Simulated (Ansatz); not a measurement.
**Si2 (triplet): from Hartree-Fock to the top rungs, aug-cc-pVTZ**

An exercise on one series of results from a longer session: the logs are not shown, and one member is left open.

Method: aug-cc-pVTZ, core rule «outside noble gas», up to 10 orbitals frozen; program: Ansatz 0.2.0, Gaussian basis.

Plan: UHF; CCSD(T) on ROHF; CCSD(T) on UHF; BCCD(T) on ROHF; CCSDT(Q) on ROHF; CCSDT(Q) on UHF; CASSCF and MRCISD+Q, 8 electrons in 8 orbitals; CASSCF and NEVPT2, 8 electrons in 8 orbitals.

5 further runs of the same task are left out: 5 set aside as unsound or not needed.

**What is computed**

The geometry is a PBE0/def2-TZVPD stationary point (not a proven minimum) of the parent state, kept for this charge and spin.

2 atoms, charge 0, spin multiplicity 3.

Atoms are counted from 1 here; the program's logs count them from 0.

Bond lengths: Si1–Si2 2.398 Å.

The first run:

The input, in.yaml:

```yaml
crystal:
  periodic: [false, false, false]
  atoms:
    - {symbol: Si, position_ang: [0.000000, 0.000000, 0.000000]}
    - {symbol: Si, position_ang: [0.000000, 0.000000, 2.397800]}
basis:
  gaussian: {orbitals: aug-cc-pVTZ}
magnetization: {spin_polarized: true, initial_magnetization: 2}
hamiltonian: {xc: hf}
output: {orbitals: {seedname: orbitals}}
```

The run is started by

```sh
ansatz run in.yaml --threads 1 --pin off --events-out ev --progress --plain --max-ram 2816MiB --backend cpu
```

Among the steps run: UHF; CCSD(T) on ROHF; CCSD(T) on UHF; BCCD(T) on ROHF; CCSDT(Q) on ROHF; CCSDT(Q) on UHF; CASSCF and MRCISD+Q, 8 electrons in 8 orbitals; CASSCF and NEVPT2, 8 electrons in 8 orbitals.

One of the session's tables, all rows but one given; the rest of the session is left out.

It belongs to the step «Misses and costs». 

```
          method  from UCCSDT(Q) (kJ/mol)
            ROHF                   +558.6
             UHF                   +548.7
            RMP2                   +117.9
            UMP2                   +120.8
           RCCSD                    +42.1
           UCCSD                    +41.5
        RCCSD(T)                     +8.1
        UCCSD(T)                     +8.2
         BCCD(T)                     +8.1
          RCCSDT                     +3.0
          UCCSDT                     +2.9
       RCCSDT(Q)                     +0.1
       UCCSDT(Q)                        0
  CASSCF valence                        ?
  NEVPT2 valence                    +92.5
  MRCISD valence                    +39.4
MRCISD+Q valence                     +2.1
```

**Question.** Estimate the row for CASSCF valence.

**Answer.** from UCCSDT(Q) (kJ/mol): +405.9. In the column «from UCCSDT(Q) (kJ/mol)» it lies between UMP2 (+120.8) and UHF (+548.7).

To keep in mind: Restricted and unrestricted rows rest on different reference determinants; where their highest levels disagree by more than a few hundredths of an eV, they describe different states and don't form one ladder.
